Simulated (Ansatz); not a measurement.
One change: `CC(N)(F)C=O` becomes `CC(O)(F)C=O`.

Ansatz, PBE0-D4/def2-TZVP geometries, multiplicity 1. Each molecule was computed in one conformer, which needn't be the lowest.

```tsv
property	`CC(N)(F)C=O`
HOMO–LUMO gap (ωB97M-V/def2-TZVPP) / eV	11.34
HOMO energy (ωB97M-V/def2-TZVPP) / eV	-10.03
LUMO energy (B3LYP/def2-TZVPP) / eV	-1.29
HOMO–LUMO gap (PBE/def2-TZVPP) / eV	3.83
LUMO energy (PBE0/def2-TZVPP) / eV	-0.99
size of the dipole moment (PBE/def2-TZVPP) / D	3.25
```

Problem. Give the same properties after the change, and the shifts. (An estimate is asked.)

Solution. Ansatz gave: 
```json
{"property": "HOMO–LUMO gap (ωB97M-V/def2-TZVPP) / eV", "`CC(O)(F)C=O`": "11.40", "shift": "0.06"}
{"property": "HOMO energy (ωB97M-V/def2-TZVPP) / eV", "`CC(O)(F)C=O`": "-10.68", "shift": "-0.65"}
{"property": "LUMO energy (B3LYP/def2-TZVPP) / eV", "`CC(O)(F)C=O`": "-1.93", "shift": "-0.64"}
{"property": "HOMO–LUMO gap (PBE/def2-TZVPP) / eV", "`CC(O)(F)C=O`": "3.85", "shift": "0.02"}
{"property": "LUMO energy (PBE0/def2-TZVPP) / eV", "`CC(O)(F)C=O`": "-1.63", "shift": "-0.64"}
{"property": "size of the dipole moment (PBE/def2-TZVPP) / D", "`CC(O)(F)C=O`": "1.95", "shift": "-1.30"}
```

Dipoles are sizes alone; their direction can turn.

B3LYP here is the variant with VWN-RPA as its local correlation; programs differ in this.
